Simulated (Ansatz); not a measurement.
Species, as SMILES: F[CH]F, doublet.
Atoms: C1, F2, F3, H4. Bonds: C1-F2, C1-F3, C1-H4.

Basis-set convergence of the optimised C1-H4 bond length at B3LYP with Ansatz (a first-principles code). Cartesian d functions, on some or all atoms, in 6-31G**, 6-31+G*; all else is spherical. The program fits the integrals of some runs and decomposes those of others, by size. Open shells are unrestricted. No added dispersion term, no relativity. Reference: the value in def2-QZVPPD, 1.0871 Å, itself unsure by roughly 0.0001 Å (its mean distance from pcseg-3, def2-QZVPP, cc-pVQZ). Deviations are taken from unrounded values.

```tsv
basis	functions	optimised C1-H4 bond length (Å)	minus reference (Å)
STO-3G	16	1.1252	0.0381
6-31G	29	1.0879	0.0009
pcseg-0	29	1.0922	0.0052
def2-SV(P)	44	1.1029	0.0159
cc-pVDZ	47	1.1018	0.0147
pcseg-1	47	1.0960	0.0089
6-31G**	50	1.0932	0.0061
6-31+G*	59	1.0910	0.0040
6-311+G**	72	1.0893	0.0022
def2-SVPD	74	1.0973	0.0102
def2-TZVP	99	1.0891	0.0020
cc-pVTZ	104	1.0883	0.0013
def2-TZVPP	107	1.0881	0.0010
def2-TZVPD	126	1.0887	0.0016
jun-cc-pV(T+d)Z	131	1.0875	0.0004
6-311++G(3df,3pd)	135	1.0877	0.0006
def2-QZVPP	201	1.0871	0.0001
pcseg-3	213	1.0870	0.0000
```
